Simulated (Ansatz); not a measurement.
Ansatz (a quantum-chemistry and plane-wave program) input:
A basis named .json is the Basis Set Exchange file of that set.

Ansatz 0.2 input:
```yaml
crystal:
  periodic: [false, false, false]
  atoms:
    - {symbol: Si, position_ang: [0.00000000, 0.00000000, 0.00000000]}
    - {symbol: H, position_ang: [0.01222522, 1.46745298, -0.00876651]}
    - {symbol: H, position_ang: [1.26466648, -0.74421996, 0.01999757]}
    - {symbol: H, position_ang: [-1.27689170, -0.72323302, -0.01123105]}
basis:
  gaussian:
    orbitals: cc-pV_T+d_Z.json
    fitting: {mean_field: def2-universal-jkfit, correlation: cc-pVTZ-RIFIT.json}
total_charge: 1
magnetization: {spin_polarized: false}
correlation: {method: mp2, electrons: outside_noble_gas}
```

### Question
Predict the final energy.

### Answer
-290.46659 Eh (RI-MP2/cc-pV(T+d)Z). The basis has 81 functions.
